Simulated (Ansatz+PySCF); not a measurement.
The numbers below are computed, except where a source is named.
A run of Ansatz (development build ahead of 0.2.0) on doublet H₃O₃ at this shape:

```json
{"atom": "O", "x (Å)": "0.0092", "y (Å)": "-0.0714", "z (Å)": "-1.5128"}
{"atom": "H", "x (Å)": "0.0353", "y (Å)": "-0.9447", "z (Å)": "-1.8691"}
{"atom": "H", "x (Å)": "-0.1747", "y (Å)": "0.5118", "z (Å)": "-2.2313"}
{"atom": "H", "x (Å)": "0.0075", "y (Å)": "0.4043", "z (Å)": "0.3603"}
{"atom": "O", "x (Å)": "0.0067", "y (Å)": "0.6420", "z (Å)": "1.2843"}
{"atom": "O", "x (Å)": "-0.0080", "y (Å)": "-0.4867", "z (Å)": "1.9379"}
```

Its results:

* Converged: yes
* Reference energy: -226.30646 hartree
* Correlation energy: -0.70504 hartree
* Total energy: -227.01150 hartree
* Spin squared of the determinant: 0.762
* Stability test: minimum

(1) Which input gives this output? Name the method, the orbitals and the basis set, and write the input.

Results:

(1) UHF-MP2 in cc-pVTZ.

```yaml
crystal:
  periodic: [false, false, false]
  atoms:
    - { symbol: O, position_ang: [0.00921, -0.07141, -1.51276] }
    - { symbol: H, position_ang: [0.03531, -0.94475, -1.86908] }
    - { symbol: H, position_ang: [-0.17474, 0.51182, -2.23134] }
    - { symbol: H, position_ang: [0.00753, 0.40434, 0.36034] }
    - { symbol: O, position_ang: [0.00672, 0.64202, 1.28434] }
    - { symbol: O, position_ang: [-0.00797, -0.48668, 1.93785] }
basis:
  gaussian: { orbitals: cc-pVTZ }
magnetization:
  spin_polarized: true
  initial_magnetization: 1
hamiltonian:
  xc: hf
correlation:
  method: mp2
  frozen_orbitals: { H: 0, O: 1 }
```
